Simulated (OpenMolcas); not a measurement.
# Predicting a hybrid from its neighbours: C2H6S2 (1,2-ethanedithiol)

The species is C2H6S2 (10 atoms), meant as a singlet with charge 0. As SMILES, `SCCS`. The shape is that of a PBE0-D4/def2-TZVP optimisation. This is a higher conformer, about 10 kJ/mol above the lowest found by a separate search.

The HOMO–LUMO gap y, in eV, basis cc-pVDZ; a is the functional's share of exact exchange. Programs: OpenMolcas 26.06.

| functional | program | a | y (eV) |
| --- | --- | --- | --- |
| BLYP | OpenMolcas | 0 | 4.88 |
| PBE | OpenMolcas | 0 | 4.95 |
| B3LYP | OpenMolcas | 0.2 | 6.66 |
| PBE0 | OpenMolcas | 0.25 | ? |
| BHLYP | OpenMolcas | 0.5 | 9.24 |

Fit y = c + s·a to the known rows and predict PBE0.


1. Means of the 4 rows: a = 0.1750, y = 6.433.
2. Σ(Δa)² = 0.1675, Σ(Δa·Δy) = 1.4493, so the slope is 1.4493/0.1675 = 8.6525.
3. Intercept: 6.433 − (8.6525) × 0.1750 = 4.919. The largest residual of the fit is 0.039.
4. PBE0: 4.919 + (8.6525) × 0.25 = 7.08 eV.

The run gave 7.18 eV, so the prediction is off by -0.10 eV, more than the scatter of the fit. Exact exchange lowers occupied levels and raises empty ones. The rows mix families of semi-local functionals, which the line can't see.
